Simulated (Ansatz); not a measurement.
## Ansatz (development build ahead of 0.2.0) run

```yaml
crystal:
  periodic: [false, false, false]
  atoms:
    - { symbol: Si, position_ang: [0.0, 0.0, 0.0] }
    - { symbol: H, position_ang: [0.93082, 0.93082, 0.93082] }
    - { symbol: H, position_ang: [0.93082, -0.93082, -0.93082] }
    - { symbol: H, position_ang: [-0.93082, 0.93082, -0.93082] }
    - { symbol: H, position_ang: [-0.93082, -0.93082, 0.93082] }
basis:
  gaussian: { orbitals: cc-pVDZ }
hamiltonian:
  xc: hf
correlation:
  method: mp2
  frozen_orbitals: { H: 0, Si: 5 }
```

The input is written out in the form of the current development build from the run's settings.

Output:

```json
{
  "Converged": "yes",
  "Reference energy": "-291.22317 hartree",
  "Correlation energy": "-0.11731 hartree",
  "Total energy": "-291.34048 hartree",
  "Spin squared of the determinant": "0.000"
}
```
